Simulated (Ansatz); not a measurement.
Graphite, treated with r²SCAN in Ansatz (plane waves, PAW).

Settings: plane-wave cutoff 600 eV, 18×18×6 k mesh (along the axes of the cell as run), Fermi–Dirac smearing 0.1 eV, finite displacements, scalar-relativistic PAW data made under PBE.

The cell has the measured lattice parameters. Conventional cell: a = 2.4560 Å, b = 2.4560 Å, c = 6.7076 Å, α = 90.00°, β = 90.00°, γ = 120.00°.

Harmonic phonon frequencies (cm⁻¹; i marks an imaginary mode):

```tsv
q point	frequencies
Γ	0 0 0 42 42 132 886 890 1587 1587 1591 1591
M	490 501 639 639 646 649 1363 1363 1365 1368 1412 1413
A	29 29 29 29 95 95 888 888 1589 1589 1589 1589
```

No imaginary mode appears at these points.

Note: the cell isn't this level's own, so it is under some stress, which shifts stiffness and frequencies.

Ansatz is a quantum-chemistry and plane-wave program.
